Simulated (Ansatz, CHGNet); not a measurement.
For rutile PbO2, the machine-learned potential CHGNet-r²SCAN (trained on r²SCAN data) gives:

```
Property             Result
------------------  -------
lattice constant a  4.984 Å
c axis length       3.410 Å
```

**Question.** What does HSE06 (Ansatz, a first-principles code, PAW) give for the same quantities?

**Answer.** 
- lattice constant a: 4.974 Å (decreases by 0.2 %)
- lattice parameter c: 3.361 Å (shrinks by 1.4 %)

For comparison: lattice constant a 4.958 Å (measured, room temperature, no zero-point or thermal correction, sources range from 4.950 to 4.958; as tabulated in Hiroi (2015), arXiv:1503.02262); lattice parameter c 3.388 Å (measured, room temperature, no zero-point or thermal correction; as tabulated in Hiroi (2015), arXiv:1503.02262).

Changes are worked out from the printed values.

Unless a cell is named, each level is at its own relaxed cell (CHGNet-r²SCAN 14.12, HSE06 13.86 Å³/atom).

Levels without +SOC leave out spin–orbit coupling, which shifts energies and cells of such heavy elements.

Ansatz's density-functional and Hartree–Fock values are scalar-relativistic unless marked +SOC, with PAW data made under PBE.
